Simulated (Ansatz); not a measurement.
Cost and result up the ladder for SiMe2H2 (C2H8Si) (11 atoms). Total charge 0; singlet. Geometry: PBE-D4/def2-TZVP.

```xyz
11

Si   -0.1485   -0.7151   -0.0383
C     0.9696    0.0685    1.2588
H     1.3603   -0.6882    1.9541
H     0.4203    0.8185    1.8468
H     1.8268    0.5690    0.7849
C    -0.8358    0.5764   -1.2242
H    -1.4843    0.1134   -1.9817
H    -0.0216    1.0988   -1.7478
H    -1.4290    1.3279   -0.6826
H    -1.2823   -1.4258    0.6405
H     0.6244   -1.7435   -0.8106
```

Ansatz on 4 threads of Arm Neoverse V1 on a shared host. Times are rough, and most runs start from the orbitals of an earlier one. ωB97M-V/def2-TZVP serves as the yardstick here, not as an exact answer. Differences are given only for rows in sets of like size (and for xTB, whose basis is part of the method), since another set adds its own error. Binding counts from free atoms at the same level (Si triplet, C triplet, H doublet; other spins of the atoms weren't run), without zero-point energy or a counterpoise term.

Correlated methods freeze 7 core orbitals.

Correlated methods converge slowly with the basis.

```csv
level,functions,binding energy per atom (eV),difference from ωB97M-V/def2-TZVP (eV)
CAM-B3LYP-D4/def2-TZVP,147,3.69,0.01
r2SCAN-D4/def2-TZVPD,189,3.67,0.00
ωB97M-V/def2-TZVP (with forces),147,3.68,0.00
ωB97X-V/def2-TZVP,147,3.68,0.01
PBE-D4/def2-TZVP,147,3.68,0.00
B97M-V/def2-TZVP,147,3.68,0.00
PBE0-D4/def2-TZVPD,189,3.66,-0.01
MP2/def2-TZVP,147,3.54,-0.14
PBE0-D4/def2-SVP,86,3.67,–
CCSD(T)/def2-TZVPP,216,3.60,-0.07
BLYP-D4/def2-TZVP,147,3.64,-0.04
PBE-D4/def2-TZVPD,189,3.68,0.00
PBE-D4/def2-SVP,86,3.69,–
r2SCAN-D4/def2-TZVP,147,3.67,0.00
```

**Question.** Estimate how long each takes.

**Answer.** PBE-D4/def2-SVP 0.55 s; PBE0-D4/def2-SVP 0.55 s; MP2/def2-TZVP 0.7 s; PBE-D4/def2-TZVP 0.9 s; BLYP-D4/def2-TZVP 0.9 s; CAM-B3LYP-D4/def2-TZVP 1.2 s; PBE-D4/def2-TZVPD 1.3 s; PBE0-D4/def2-TZVPD 1.6 s; r2SCAN-D4/def2-TZVP 1.7 s; r2SCAN-D4/def2-TZVPD 2.4 s; ωB97X-V/def2-TZVP 3.4 s; B97M-V/def2-TZVP 3.9 s; ωB97M-V/def2-TZVP (with forces) 4.4 s; CCSD(T)/def2-TZVPP 32 s. On shared hardware such times vary by a factor of up to 3.
